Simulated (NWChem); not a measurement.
System: SiH2 cation, doublet; SMILES of the neutral closed-shell parent [SiH2]

Here is an NWChem input.

```
start job
memory heap 200 mb stack 900 mb global 1100 mb
charge 1
geometry units angstroms
  Si     0.000000     0.000000     0.178111
  H      1.289026     0.000000    -0.570398
  H     -1.289026     0.000000    -0.570398
end
basis spherical
  * library 3-21g
end
dft
  odft
  mult 2
  xc hfexch
  iterations 150
end
driver
  maxiter 120
end
task dft optimize
task dft freq
```

Parts of the log:

```
             Northwest Computational Chemistry Package (NWChem) 7.3.0
             --------------------------------------------------------

 C2V symmetry detected

                             Geometry "geometry" -> ""
                             -------------------------

 Output coordinates in angstroms (scale by  1.889725989 to convert to a.u.)

  No.       Tag          Charge          X              Y              Z
 ---- ---------------- ---------- -------------- -------------- --------------
    1 Si                  14.0000     0.00000000     0.00000000     0.09356363
    2 H                    1.0000     1.28902600     0.00000000    -0.65494538
    3 H                    1.0000    -1.28902600     0.00000000    -0.65494538

 Effective nuclear repulsion energy (a.u.)      10.1456075166

      Symmetry information
      --------------------

 Group name             C2v
 Group number             16
 Group order               4
 No. of unique centers     2

                                Z-matrix (autoz)
                                --------

 Units are Angstrom for bonds and degrees for angles

      Type          Name      I     J     K     L     M      Value
      ----------- --------  ----- ----- ----- ----- ----- ----------
    1 Stretch                  1     2                       1.49059
    2 Stretch                  1     3                       1.49059
    3 Bend                     2     1     3               119.71442

  xc_inp: hfexch multiplicative factor not found.

                           NWChem Geometry Optimization
                           ----------------------------

 maximum gradient threshold         (gmax) =   0.000450
 rms gradient threshold             (grms) =   0.000300
 maximum cartesian step threshold   (xmax) =   0.001800
 rms cartesian step threshold       (xrms) =   0.001200
 fixed trust radius                (trust) =   0.300000
 source of zmatrix                         =   autoz

          -------------------
          Energy Minimization
          -------------------

 Using diagonal initial Hessian
 Scaling for Hessian diagonals: bonds = 1.00  angles = 0.25  torsions = 0.10

          --------
          Step   0

                                 NWChem DFT Module
                                 -----------------

[...]

      ----------------------
      Optimization converged
      ----------------------

  Step       Energy      Delta E   Gmax     Grms     Xrms     Xmax
  ---- ---------------- -------- -------- -------- -------- --------
@    2    -288.19195454 -1.6D-07  0.00003  0.00002  0.00040  0.00084
                                     ok       ok       ok       ok

                                Z-matrix (autoz)
                                --------

 Units are Angstrom for bonds and degrees for angles

      Type          Name      I     J     K     L     M      Value     Gradient
      ----------- --------  ----- ----- ----- ----- ----- ---------- ----------
    1 Stretch                  1     2                       1.47625   -0.00002
    2 Stretch                  1     3                       1.47625   -0.00002
    3 Bend                     2     1     3               120.93310   -0.00003

                         Geometry "geometry" -> "geometry"
                         ---------------------------------

 Output coordinates in angstroms (scale by  1.889725989 to convert to a.u.)

  No.       Tag          Charge          X              Y              Z
 ---- ---------------- ---------- -------------- -------------- --------------
    1 Si                  14.0000     0.00000000     0.00000000     0.07968427
    2 H                    1.0000     1.28443731     0.00000000    -0.64800570
    3 H                    1.0000    -1.28443731     0.00000000    -0.64800570

 Effective nuclear repulsion energy (a.u.)      10.2428934903

      Symmetry information
      --------------------

 Group name             C2v
 Group number             16
 Group order               4
 No. of unique centers     2

[...]

 Rotational Constants
 --------------------
 A=  16.931910 cm-1  ( 24.360697 K)
 B=   5.069430 cm-1  (  7.293616 K)
 C=   3.901359 cm-1  (  5.613060 K)

 Temperature                      =   298.15K
 frequency scaling parameter      =   1.0000

 Zero-Point correction to Energy  =    8.002 kcal/mol  (  0.012752 au)
 Thermal correction to Energy     =    9.810 kcal/mol  (  0.015633 au)
 Thermal correction to Enthalpy   =   10.402 kcal/mol  (  0.016577 au)

 Total Entropy                    =   49.096 cal/mol-K
   - Translational                =   36.112 cal/mol-K (mol. weight =  29.9926)
   - Rotational                   =   12.858 cal/mol-K (symmetry #  =        2)
   - Vibrational                  =    0.126 cal/mol-K

 Cv (constant volume heat capacity) =    6.430 cal/mol-K
   - Translational                  =    2.979 cal/mol-K
   - Rotational                     =    2.979 cal/mol-K
   - Vibrational                    =    0.471 cal/mol-K

[normal modes left out]

 ----------------------------------------------------------------------------
 Normal Eigenvalue ||           Projected Infra Red Intensities
  Mode   [cm**-1]  || [atomic units] [(debye/angs)**2] [(KM/mol)] [arbitrary]
 ------ ---------- || -------------- ----------------- ---------- -----------
    1        0.000 ||    0.031157           0.719        30.373      14.744
    2        0.000 ||    0.001093           0.025         1.065       0.517
    3        0.000 ||    0.001093           0.025         1.065       0.517
    4        0.000 ||    0.032863           0.758        32.037      15.551
    5        0.000 ||    0.033341           0.769        32.503      15.778
    6        0.000 ||    0.000479           0.011         0.466       0.226
    7      926.380 ||    0.082606           1.906        80.529      39.090
    8     2297.235 ||    0.000248           0.006         0.241       0.117
    9     2376.713 ||    0.007311           0.169         7.127       3.460
 ----------------------------------------------------------------------------
```

Level: UHF/3-21G. In the optimisation the excess spin sits in a1 (C2v, its own frame). The spin multiplicity was typed, not searched, and may not be the lowest. No stability test was run on the SCF state.
